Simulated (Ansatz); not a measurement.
# CH₂ClMg− (SMILES [CH2-][Mg][Cl]): functionals against CCSD(T) at one geometry

The atoms stand at a structure displaced at random from a GFN2-xTB minimum. How far do the functionals agree with CCSD(T) there?

Method: single points in def2-TZVPPD; program: Ansatz 0.2.0, Gaussian basis.

Correlated methods freeze the cores. The outer core shell of Li, Na, Mg and K is correlated. B3LYP uses VWN-RPA correlation.

### Step 1. The system as given

SMILES `[CH2-][Mg][Cl]`, 5 atoms, charge -1, spin multiplicity 1.

Atoms are counted from 1 here; the program's logs count them from 0.

Bond lengths: C1–Mg2 2.186 Å, C1–H4 1.101 Å, C1–H5 1.097 Å, Mg2–Cl3 2.366 Å. Angles: Mg2–C1–H4 87.8°, Mg2–C1–H5 91.1°, H4–C1–H5 108.6°, C1–Mg2–Cl3 157.2°.

As a file:

```
C    -0.59460    0.85300   -0.71180
Mg    0.51440   -0.63830    0.43840
Cl    2.40910   -1.72330    1.34890
H    -1.22850    0.03310   -1.08200
H    -1.04350    1.25670    0.20410
```

### Step 2. CCSD(T)/def2-TZVPPD

The input, run/in.yaml:

```yaml
crystal:
  periodic: [false, false, false]
  atoms:
    - {symbol: C, position_ang: [-0.594600, 0.853000, -0.711800]}
    - {symbol: Mg, position_ang: [0.514400, -0.638300, 0.438400]}
    - {symbol: Cl, position_ang: [2.409100, -1.723300, 1.348900]}
    - {symbol: H, position_ang: [-1.228500, 0.033100, -1.082000]}
    - {symbol: H, position_ang: [-1.043500, 1.256700, 0.204100]}
basis:
  gaussian: {orbitals: "def2-TZVPPD.json"}
total_charge: -1
correlation: {method: ccsd_t}
output: {forces: true}
```

The basis file named in the input lies beside it (Basis Set Exchange, JSON).

The command line of these runs was not kept.

### Step 3. PBE0-D4/def2-TZVPPD

run/in.yaml: that of step 2 with these lines changed.

```diff
@@ -11,3 +11,3 @@
 total_charge: -1
-correlation: {method: ccsd_t}
-output: {forces: true}
+hamiltonian: {xc: pbe0, dispersion: d4}
+output: {forces: true, orbitals: {seedname: orbitals}}
```

### Step 4. wB97M-V/def2-TZVPPD

run/in.yaml: that of step 3 with these lines changed.

```diff
@@ -11,3 +11,3 @@
 total_charge: -1
-hamiltonian: {xc: pbe0, dispersion: d4}
-output: {forces: true, orbitals: {seedname: orbitals}}
+hamiltonian: {xc: {name: wB97M-V}}
+output: {forces: true}
```

### Step 5. r2SCAN-D4/def2-TZVPPD

run/in.yaml: that of step 4 with these lines changed.

```diff
@@ -11,3 +11,3 @@
 total_charge: -1
-hamiltonian: {xc: {name: wB97M-V}}
+hamiltonian: {xc: r2scan, dispersion: d4}
 output: {forces: true}
```

### Step 6. PBE-D4/def2-TZVPPD

run/in.yaml: that of step 5 with these lines changed.

```diff
@@ -11,3 +11,3 @@
 total_charge: -1
-hamiltonian: {xc: r2scan, dispersion: d4}
+hamiltonian: {xc: pbe, dispersion: d4}
 output: {forces: true}
```

### Step 7. CAM-B3LYP-D4/def2-TZVPPD

run/in.yaml: that of step 6 with these lines changed.

```diff
@@ -11,3 +11,3 @@
 total_charge: -1
-hamiltonian: {xc: pbe, dispersion: d4}
+hamiltonian: {xc: {name: CAM-B3LYP}, dispersion: d4}
 output: {forces: true}
```

### Step 8. B3LYP-D4/def2-TZVPPD

run/in.yaml: that of step 7 with these lines changed.

```diff
@@ -11,3 +11,3 @@
 total_charge: -1
-hamiltonian: {xc: {name: CAM-B3LYP}, dispersion: d4}
+hamiltonian: {xc: {name: B3LYP}, dispersion: d4}
 output: {forces: true}
```

(Steps that only read results are left out.)

Before running it: what results should come out? Wanted: RMS force component; RMS force error; HOMO and LUMO, PBE0-D4; T1 diagnostic.

As calculated:

```
              quantity                                                                                                 value
   RMS force component                                                                  0.596 to 0.647 eV/Å over the methods
       RMS force error  PBE0-D4 0.051, wB97M-V 0.083, r2SCAN-D4 0.051, PBE-D4 0.101, CAM-B3LYP-D4 0.129, B3LYP-D4 0.061 eV/Å
HOMO and LUMO, PBE0-D4                                                                                     -0.45 and 2.65 eV
         T1 diagnostic                                                                                                 0.017
```

In words: The forces of PBE0-D4 come nearest to CCSD(T), those of CAM-B3LYP-D4 are farthest. Frozen-core CCSD(T) forces in triple zeta carry basis errors of their own, and this is one geometry, so small gaps rank nothing. The restricted Hartree–Fock reference is unstable towards an unrestricted one at one or more of these structures.
